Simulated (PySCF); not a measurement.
sulfur dioxide cation (O₂S), SMILES O=S=O (connectivity only; charge and spin as stated), charge +1, multiplicity 2.

Geometry optimised at PBE0-D3(BJ)/def2-TZVP. The multiplicity is an assumed one; other spin states were not compared.

The numbers are results of PBE/def2-TZVPD (PySCF), not measurements.

Isolated molecule, no solvent.

```yaml
total_energy: -547.96483 hartree
point_group: C2v
"α spin, highest occupied and lowest empty level": -17.11 and -12.89 eV
"β spin, highest occupied and lowest empty level": -17.75 and -15.80 eV
dipole_moment_about_the_centre_of_nuclear_charge: 1.13 D
mean_static_polarisability: 21.4 bohr³ (3.16 Å³)
polarisability_principal_values: 15.2, 17.4, 31.4 bohr³
"⟨S²⟩": 0.753 (pure state 0.75)
```
